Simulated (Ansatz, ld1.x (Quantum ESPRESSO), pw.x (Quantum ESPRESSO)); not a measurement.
# rhodium: one change to the TM potential, in the atom and in the diamond crystal

ld1.x (Quantum ESPRESSO) 7.5 input, shortened:

```
&input
   title='Rh', zed=45., rel=1, dft='PW', iswitch=3,
   config='[Kr] 4d8 5s0.5 5p0'
 /
 &inputp
   pseudotype=2, tm=.true., lloc=0,
   nlcc=.false.
 /
3
5P  2  1   0.00   0.00  2.80  2.80  0.0
4D  3  2   8.00   0.00  2.00  2.00  0.0
5S  1  0   0.50   0.00  2.80  2.80  0.0
 &test
   configts(1)='4d8 5s0.5 5p0'
 /
```

Change: all radii scaled by about 0.91 (s 2.56, p 2.56, d 1.82 bohr).

Cutoffs, loose and tight: the cutoffs (Ry, on a coarse ladder) from which the occupation-weighted sum of valence levels, in a spherical-Bessel basis at the reference potential, stays within 10 and 1 mRy of its value at 400 Ry. They do not see the model core or the augmentation charge, which bear on the density cutoff. Test errors are all-electron minus pseudo excitation energies from the reference, over the configurations 4d8 5s1 5p0; 4d8 5s0 5p0; 4d7 5s0 5p0; 4d7 5s2 5p0; 4d6 5s0 5p0; 4d7 5s1 5p0; 4d7 5s1 5p1 (two spin-polarised tests are not counted in the largest error); variants that change the core or the reference have their own tests.

Crystal test: diamond Rh in pw.x 7.5, no spin, 9³ k-points, Fermi–Dirac smearing 0.01 Ry, cutoffs set for each file from its atomic test. The reference is all-electron LAPW (Ansatz 0.2.0) with the same functional, mesh and smearing; V0 and B0 come from Birch–Murnaghan fits to the pressures at five volumes. Errors are pseudo minus all-electron; Δ is the rms difference of the E(V) curves that follow from these fits, minima aligned, over ±6 % about the mean V0. Mesh and smearing are coarse, so the numbers serve the comparison and aren't converged zero-temperature values; the lattice is a test structure that the element need not adopt.

All-electron: a0 = 5.395 Å (V0 = 19.63 Å³/atom), B0 = 160.3 GPa.

Does the change bring the crystal closer to the all-electron result?

The mean pressure error goes from +5.85 to +7.50 GPa, so the change moves the solid further from the all-electron pressures.

```
                       quantity       base    changed
                 outcome (atom)  generated  generated
           cutoff, loose (atom)      50 Ry      50 Ry
           cutoff, tight (atom)      60 Ry      70 Ry
            bound ghosts (atom)       none       none
largest test error (meV) (atom)       -468       -475
           cutoffs in pw.x (Ry)     75/300     85/340
                         a0 (Å)      5.458      5.474
                   a0 error (%)      +1.16      +1.47
                   B0 error (%)       -4.4       -5.1
                   Δ (meV/atom)       23.8       30.1
      mean pressure error (GPa)      +5.85      +7.50
```

Base: The largest radius (2.80 bohr) exceeds half the bond length (2.21 bohr), so the spheres overlap, which is one possible source of error among others. This is a poor potential for the solid. Changed file: The largest radius (2.56 bohr) exceeds half the bond length (2.21 bohr), so the spheres overlap, which is one possible source of error among others. This is a poor potential for the solid. The atomic cutoffs weigh occupied waves only.
